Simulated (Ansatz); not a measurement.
# AlH₄ (doublet): wave-function methods side by side at distance Al1–H4 along a hydrogen transfer = 2.180 Å, cc-pVDZ

How much of the correlation energy of AlH₄ (doublet) does each wave-function method recover here?

Method: cc-pVDZ, core rule «outside noble gas», up to 5 orbitals frozen; program: Ansatz 0.2.0, Gaussian basis.

To be run: UHF; CCSD(T) on ROHF; CCSD(T) on UHF; BCCD(T) on ROHF; CISD; CCSDT(Q) on ROHF; CCSDT(Q) on UHF; CCSDTQ on ROHF; CCSDTQ on UHF; CASSCF and MRCISD+Q, 3 electrons in 3 orbitals; CASSCF and NEVPT2, 3 electrons in 3 orbitals; CASSCF and MRCISD+Q, 7 electrons in 8 orbitals; CASSCF and NEVPT2, 7 electrons in 8 orbitals; Full CI.

8 further runs of the same task are left out: 8 for a known fault of the program.

### 1 What is computed

The geometry derives from fragments relaxed apart (PBE0/def2-TZVP) and kept rigid, so it is no stationary point. A hydrogen atom is moved between rigid fragments.

5 atoms, charge 0, spin multiplicity 2.

Atoms are counted from 1 here; the program's logs count them from 0.

Bond lengths: Al1–H2 1.586 Å, Al1–H3 1.586 Å, H4–H5 0.844 Å. Angles: H2–Al1–H3 120.0°.

### 2 UHF

Input file in.yaml:

```yaml
crystal:
  periodic: [false, false, false]
  atoms:
    - {symbol: Al, position_ang: [-0.117591, 0.000000, 0.000000]}
    - {symbol: H, position_ang: [-0.910515, 1.373384, 0.000000]}
    - {symbol: H, position_ang: [-0.910514, -1.373384, 0.000000]}
    - {symbol: H, position_ang: [2.062409, 0.000000, 0.000000]}
    - {symbol: H, position_ang: [2.906409, 0.000000, 0.000000]}
basis:
  gaussian: {orbitals: cc-pVDZ}
magnetization: {spin_polarized: true, initial_magnetization: 1}
hamiltonian: {xc: hf}
output: {orbitals: {seedname: orbitals}}
```

Command:

```console
$ ansatz run in.yaml --threads 1 --pin off --events-out ev --progress --plain --max-ram 2816MiB --backend cpu
```

Further steps of the session: CCSD(T) on ROHF; CCSD(T) on UHF; BCCD(T) on ROHF; CISD; CCSDT(Q) on ROHF; CCSDT(Q) on UHF; CCSDTQ on ROHF; CCSDTQ on UHF; CASSCF and MRCISD+Q, 3 electrons in 3 orbitals; CASSCF and NEVPT2, 3 electrons in 3 orbitals; CASSCF and MRCISD+Q, 7 electrons in 8 orbitals; CASSCF and NEVPT2, 7 electrons in 8 orbitals; Full CI.

**Question.** What will the summary of the whole plan be? Wanted: FCI below the RHF energy; RMP2 from FCI; UMP2 from FCI; RCCSD from FCI; RCCSD(T) from FCI; UCCSD(T) from FCI; RCCSDT(Q) from FCI; UCCSDT(Q) from FCI; NEVPT2 pair from FCI.

As calculated:

```
                         quantity                                                                                                                 value
         FCI below the RHF energy                                                                                                            -3.2674 eV
                    RMP2 from FCI                                                                                                       +19.48 kcal/mol
                    UMP2 from FCI                                                                                                       +19.38 kcal/mol
                   RCCSD from FCI                                                                                                        +1.30 kcal/mol
                RCCSD(T) from FCI                                                                                                        +0.37 kcal/mol
                UCCSD(T) from FCI                                                                                                        +0.37 kcal/mol
               RCCSDT(Q) from FCI                                                                                                        +0.01 kcal/mol
               UCCSDT(Q) from FCI                                                                                                         0.00 kcal/mol
             NEVPT2 pair from FCI                                                                                                       +17.67 kcal/mol
           MRCISD+Q pair from FCI                                                                                                        -0.28 kcal/mol
          NEVPT2 valence from FCI                                                                                                       +14.20 kcal/mol
levels within 1 kcal/mol (43 meV)  RCCSD(T), UCCSD(T), BCCD(T), RCCSDT, UCCSDT, RCCSDT(Q), UCCSDT(Q), RCCSDTQ, UCCSDTQ, MRCISD+Q pair, MRCISD+Q valence
                    T1 diagnostic                                                                                                                 0.020
   effectively unpaired electrons                                                                                                                  1.04
```

RCCSD(T) misses by +0.37 kcal/mol, 0.5 % of the correlation energy. MRCISD+Q pair falls below full CI: the +Q correction isn't variational, and the cores differ from full CI's. One determinant dominates. Of the multireference levels listed MRCISD+Q valence comes nearest in total energy (+0.09 kcal/mol), which doesn't show that its space is the better one. These misses are within one basis, not against nature; the frozen cores of restricted and unrestricted runs differ, which can shift their rows.
